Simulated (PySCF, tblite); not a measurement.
Isomers of C4H5PS, one GFN2-xTB conformer each. Single-point energies are computed at PBE0/pcSseg-1 (PySCF, gas phase, no added dispersion term), electronic only.

Problem. Rank them by PBE0/pcSseg-1 energy, lowest first (kJ/mol).
A. `S=[PH]1C=CC=C1`
B. `s1ccpc1C`
C. `CC1=CSC=P1`
D. `Cc1cpcs1`
E. `C#CP1(=S)CC1`
F. `[PH2:1][c:2]1[cH:3][cH:4][s:5][cH:6]1` with H–P1–C2–C3 -69° and -162°

Solution. D (0.0), B (3.5), C (4.3), F (40.4), A (53.4), E (223.9).

As drawn, the lowest has an aromatic ring, which the highest lacks; the highest has a three-membered ring and a C≡C bond, which the lowest lacks. Neighbours under 10 kJ/mol apart (Cc1cpcs1 and Cc1pccs1; Cc1pccs1 and Cc1cscp1) can change places with a better method, another conformer or zero-point energy. GFN2-xTB itself gives, in the same order: 0.5, 6.4, 4.1, 3.3, 0.0, 187.4. GFN2-xTB puts S=[PH]1C=CC=C1 lowest instead; measured from each level's own lowest isomer, the values differ by up to 53.4 kJ/mol (S=[PH]1C=CC=C1: 0.0 against 53.4).

Problem. Which frontier levels, dipoles and rotational constants go with these structures?

Solution. 
```csv
SMILES,"HOMO (eV, PBE0/pcSseg-1)",LUMO (eV),dipole (D),"A, B, C (MHz)"
Cc1cpcs1,-6.76,-1.28,1.88,"4299, 2236, 1484"
Cc1pccs1,-6.75,-1.25,1.11,"3293, 2936, 1567"
Cc1cscp1,-6.92,-1.29,1.24,"4083, 2288, 1480"
Pc1ccsc1,-6.70,-0.56,0.79,"6887, 1460, 1215"
S=[PH]1C=CC=C1,-6.67,-2.37,4.57,"5754, 1749, 1506"
C#CP1(=S)CC1,-6.52,-0.83,4.31,"2923, 2212, 1404"
```

Problem. What happens when harmonic zero-point energies from GFN2-xTB frequencies are added?

Solution. 
```
        SMILES  ZPE (kJ/mol)  electronic (kJ/mol)  with ZPE (kJ/mol)
      Cc1cpcs1         201.8                  0.0                0.0
      Cc1pccs1         201.8                  3.5                3.5
      Cc1cscp1         201.8                  4.3                4.2
      Pc1ccsc1         190.2                 40.4               28.7
S=[PH]1C=CC=C1         195.7                 53.4               47.3
  C#CP1(=S)CC1         193.5                223.9              215.6
```

The zero-point energies span 11.6 kJ/mol. The order is unchanged.

Problem. As an exercise, what shares would exp(−E/RT) give at 1000 K from these electronic energies alone (no entropy, no degeneracies)?

Solution. RT = 8.314 kJ/mol: Cc1cpcs1 44.1 %, Cc1pccs1 29.1 %, Cc1cscp1 26.3 %, Pc1ccsc1 0.3 %, S=[PH]1C=CC=C1 0.1 %, C#CP1(=S)CC1 under 0.1 %.
